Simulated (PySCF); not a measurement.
Working out the ionisation energy of S

S [Ne] 3s2 3p4 (3P) → S⁺ [Ne] 3s2 3p3 (4S). Computed with PySCF 2.14 in dyall-av3z (19s12p3d2f, 84 functions), with no relativity, point nucleus. Frozen: [Ne]; the 26 highest virtual orbitals dropped. Energies in hartree (1 hartree = 27.21139 eV):

```json
{"part": "UHF", "S (lower)": "-397.512786", "S⁺ (upper)": "-397.173521"}
{"part": "MP2 opposite-spin", "S (lower)": "-0.092328", "S⁺ (upper)": "-0.067193"}
{"part": "MP2 same-spin", "S (lower)": "-0.027673", "S⁺ (upper)": "-0.024593"}
```

What does Hartree-Fock give?

(-397.173521) − (-397.512786) = 0.339265 hartree = 9.232 eV.

What do MP2 and SCS-MP2 (6/5 opposite-spin, 1/3 same-spin) give?

The opposite-spin parts differ by 0.684 eV and the same-spin parts by 0.084 eV. MP2: 9.232 + (0.684) + (0.084) = 10.000 eV. SCS-MP2: 9.232 + 1.2 × (0.684) + (0.084)/3 = 10.081 eV.

Measured between the centres of the two terms (NIST): 10.336 eV, so MP2 (valence) is off by -0.336 eV.

What remains against the reference includes basis incompleteness, the frozen core and correlation beyond second order.
